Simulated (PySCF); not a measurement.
A GIAO shielding run with PySCF (density fitting, non-relativistic, gas phase) on SMILES CC(CF)CF, C4H8F2:

```
{"job": {"kind": "nmr", "xc": "PBE0", "basis": "def2-TZVP", "pop": true}, "charge": 0, "multiplicity": 1}
C     -0.593309    -1.426541     0.237556
C     -0.313044    -0.085403    -0.426030
C      1.167936     0.239904    -0.443794
F      1.658642     0.268556     0.842566
C     -1.091346     1.026924     0.251512
F     -0.899639     2.214166    -0.413808
H     -1.668563    -1.660996     0.238194
H     -0.072838    -2.241211    -0.287708
H     -0.240765    -1.424489     1.279883
H     -0.641022    -0.118036    -1.480666
H      1.336550     1.227810    -0.901716
H      1.729800    -0.521084    -1.012057
H     -2.170745     0.798834     0.258787
H     -0.748947     1.150465     1.293172
```

Hardware: 1 thread of an x86-64 server CPU, shared host. The job also computes population analyses, field gradients.

Problem. How large is the calculation?

Solution. 50 electrons, 234 basis functions and 720 auxiliary functions.

Problem. How long does it take?

Solution. 25 s of wall time, with 12 SCF cycles and 4 response iterations. Times on a shared host scatter by some tens of per cent.

Problem. And these other runs on the same molecule and hardware: GIAO shielding at PBE0/6-311+G(2d,p); GIAO shielding at PBE0/6-31G; GIAO shielding at PBE0/6-31G*; GIAO shielding at PBE0/STO-3G; GIAO shielding at PBE0/def2-SVP?

Solution. PBE0/6-311+G(2d,p): 210 functions, 24 s; PBE0/6-31G: 70 functions, 5.8 s; PBE0/6-31G*: 100 functions, 8.4 s; PBE0/STO-3G: 38 functions, 3 s; PBE0/def2-SVP: 124 functions, 9.7 s.
